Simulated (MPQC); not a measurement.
# CH5O+ (SMILES C[OH2+]) at 3 levels

Wanted: a comparison of 3 runs (PBE/pc-1, MP2/cc-pVDZ, MP2/pc-1) of CH5O+. 

The results are computed with MPQC 2.3.1.

6 further runs of the same task are left out: 1 that didn't finish, 5 set aside as unsound or not needed. Runs told in other sessions of the task aren't counted.

## Step 1: The molecule

The species is CH5O+ (7 atoms), meant as a singlet with charge +1. SMILES: `C[OH2+]`. The shape is that of a PBE0-D4/def2-TZVP optimisation.

Bond lengths: C1–O2 1.498 Å, C1–H3 1.086 Å, C1–H4 1.086 Å, C1–H5 1.087 Å, O2–H6 0.974 Å, O2–H7 0.974 Å. Angles: C1–O2–H6 114.4°, C1–O2–H7 114.4°, O2–C1–H3 104.9°, O2–C1–H4 104.9°, O2–C1–H5 108.6°, H6–O2–H7 110.3°, H3–C1–H4 111.4°, H3–C1–H5 113.1°, H4–C1–H5 113.1°.

## Step 2: A single-point energy at PBE/pc-1 (run 1)

Input file job.in:

```
% KS/pc-1
memory: 1000000000
molecule: (angstrom)
  C       -0.310200      -0.443600      -0.333100
  O        0.309300       0.508700       0.643200
  H       -0.013400      -1.429700       0.011600
  H       -1.380700      -0.292600      -0.230000
  H        0.059900      -0.210100      -1.328200
  H        0.058900       1.440400       0.510200
  H        1.276200       0.426900       0.726300
symmetry: c1
checkpoint: no
optimize: no
charge: 1
method: KS (xc = PBE grid = coarse)
basis: pc-1
```

Run with:

```bash
mpqc -o job.out job.in
```

Standard output:

```text
MPQC: Massively Parallel Quantum Chemistry
[...]
  Integrated electron density error = 0.000376281277
  iter     1 energy = -115.7301434741 delta = 1.04306e-01
  Integrated electron density error = -0.000007934533
  iter     2 energy = -115.8263753226 delta = 1.97393e-02
[...]
  Integrated electron density error = -0.000011148737
  iter     5 energy = -115.8515605872 delta = 6.54796e-04
  Integrated electron density error = -0.000011203221
  iter     6 energy = -115.8515981648 delta = 2.44049e-04
  Integrated electron density error = -0.000011182446
  iter     7 energy = -115.8516010624 delta = 5.93035e-05
  Integrated electron density error = -0.000011187240
  iter     8 energy = -115.8516010910 delta = 6.63671e-06
[...]
  LUMO is    10   A =  -0.267463
  total scf energy = -115.8516010910
Value of the MolecularEnergy: -115.8516010910
[...]
        symmetry = c1
[...]
```

Wall time 5.1 s (1 thread of Arm Neoverse N1, shared host).

## Step 3: A single-point energy at MP2/cc-pVDZ (run 2)

Input file mol.in:

```
% CH5O
molecule<Molecule>: (
   symmetry = c1
   unit = bohr
   { atoms geometry } = {
      C  [ -0.58619304 -0.83828251 -0.62946777 ]
      O  [ 0.58449229 0.96130368 1.21547184 ]
      H  [ -0.02532233 -2.70174144 0.02192082 ]
      H  [ -2.60914486 -0.55293386 -0.43463701 ]
      H  [ 0.11319459 -0.39703146 -2.50993424 ]
      H  [ 0.11130487 2.72196151 0.96413827 ]
      H  [ 2.41166848 0.80672408 1.37250808 ]
   }
)
basis<GaussianBasisSet>: (
   name = "cc-pVDZ"
   molecule = $:molecule
   basisdir = "."
   puream = yes
)
mpqc: (
   checkpoint = no
   savestate = no
   restart = no
   do_energy = yes
   do_gradient = no
   optimize = no
   mole<MBPT2>: (
      molecule = $:molecule
      basis = $:basis
      memory = 1000000000
      method = mp
      nfzc = 2
      reference<CLHF>: (
         molecule = $:molecule
         basis = $:basis
         total_charge = 1
         memory = 1000000000
         print_evals = yes
         maxiter = 100
         guess_wavefunction<CLHF>: (
            molecule = $:molecule
            total_charge = 1
            memory = 1000000000
            value_accuracy = 1e-3
            basis<GaussianBasisSet>: (
               name = "3-21G"
               molecule = $:molecule
            )
         )
      )
   )
)
```

The basis set cc-pVDZ is read from a file made from the Basis Set Exchange's data (not shown).

Run with:

```bash
mpqc mol.in > mol.out
```

Standard output:

```text
MPQC: Massively Parallel Quantum Chemistry
[...]
  LUMO is    10   A =  -0.087992
  total scf energy = -115.3580601059
[...]
  MP2 correlation energy [au]:         -0.335330691092
  MP2 energy [au]:                   -115.693390796978
Value of the MolecularEnergy: -115.6933907970
[...]
        symmetry = c1
[...]
```

It took 6.3 s on 1 thread of Arm Neoverse N1, shared host.

## Step 4: The energy at MP2/pc-1 (run 3)

Input file job.in:

```
% MP2/pc-1
memory: 1000000000
basis: pc-1
method: MP2
checkpoint: no
frozen_docc: 2
molecule: (bohr)
  C     -0.58619304    -0.83828251    -0.62946777
  O      0.58449229     0.96130368     1.21547184
  H     -0.02532233    -2.70174144     0.02192082
  H     -2.60914486    -0.55293386    -0.43463701
  H      0.11319459    -0.39703146    -2.50993424
  H      0.11130487     2.72196151     0.96413827
  H      2.41166848     0.80672408     1.37250808
symmetry: c1
charge: 1
```

Run with:

```bash
mpqc job.in > job.out
```

Standard output:

```text
MPQC: Massively Parallel Quantum Chemistry
[...]
  LUMO is    10   A =  -0.099931
  total scf energy = -115.3151936847
[...]
  MP2 correlation energy [au]:         -0.336064269857
  MP2 energy [au]:                   -115.651257954557
Value of the MolecularEnergy: -115.6512579546
[...]
        symmetry = c1
[...]
```

Wall time 5.1 s (1 thread of Arm Neoverse N1, shared host).

## Step 5: All runs side by side

| run | level | starting guess | integration grid | energy (Eh) | HOMO energy (eV) | LUMO energy (eV) | HOMO–LUMO gap (eV) | wall time |
| --- | --- | --- | --- | --- | --- | --- | --- | --- |
| 1 | PBE/pc-1 | program's own | coarse | -115.851601 | -15.66 | -7.28 | 8.39 | 5.1 s |
| 2 | MP2/cc-pVDZ | 3-21G | – | -115.693391 | -21.51 | -2.39 | 19.12 | 6.3 s |
| 3 | MP2/pc-1 | program's own | – | -115.651258 | -21.64 | -2.72 | 18.92 | 5.1 s |

## Step 6: Outcome

```
                                          quantity          value
                               run 3: total energy  -115.65126 Eh
        run 3: HOMO energy (Hartree–Fock orbitals)      -21.64 eV
        run 3: LUMO energy (Hartree–Fock orbitals)       -2.72 eV
      run 3: HOMO–LUMO gap (Hartree–Fock orbitals)       18.92 eV
run 3: correlation energy (2 core orbitals frozen)     -336.1 mEh
```

All runs together took 17 s, the longest 6.3 s.
